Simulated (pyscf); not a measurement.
H₂N–SiH•–F + NH₃ → H₂N–SiH₂–F + NH₂•, a hydrogen abstraction (doublet surface; H–N broken, H–Si formed). Structures and frequencies: ωB97X-D3(BJ)/def2-SVP in PySCF. Energies in kcal/mol from the separated reactants.

AM1 to PM7: differences of heats of formation from MOPAC, which are fitted to 298 K values and so differ in kind from electronic energies by zero-point and thermal terms. Open shells are spin-unrestricted. 

Quick PM3 single points give ΔE‡ = 22.4 kcal/mol and ΔE = +22.2 kcal/mol. What does ωB97M-D3(BJ)/def2-TZVP give, and how far is the quick result from it?

ωB97M-D3(BJ)/def2-TZVP gives ΔE‡ = 18.9 kcal/mol and ΔE = +12.9 kcal/mol. PM3 lies 3.6 kcal/mol over it in the barrier and 9.3 kcal/mol over it in the reaction energy, so on this step it does not hold to within 3.0 kcal/mol. ωB97M-D3(BJ)/def2-TZVP has limits of its own. On the product side the descent ends in a complex (not fully relaxed), 5.1 kcal/mol under the separated species and 10.5 kcal/mol under the saddle at ωB97X-D3(BJ)/def2-TZVP. The same reactants have a lower exit, to H₂N–SiH(NH₂)–F + H• (barrier +13.8 kcal/mol at ωB97M-D3(BJ)/def2-TZVP, against +18.9 kcal/mol here). One saddle was located; it need not be the lowest between these sides. The angle at the transferred H is 156°.
